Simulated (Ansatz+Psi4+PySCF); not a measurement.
A calculation with Psi4 1.11.

```
molecule {
0 1
Li 0.000000 0.000100 0.000000
O 0.615000 1.303300 0.646700
H 0.985200 2.087800 1.036000
}

basis {
assign H cc-pVTZ
assign Li cc-pCVTZ
assign O cc-pVTZ
}
set reference rhf
set scf_type pk
energy('scf')
```

The input is written out from the run's settings.

Output:

| Property | Result |
| --- | --- |
| Converged | yes |
| Total energy | -82.95066 hartree |
| Spin squared of the determinant | 0.000 |
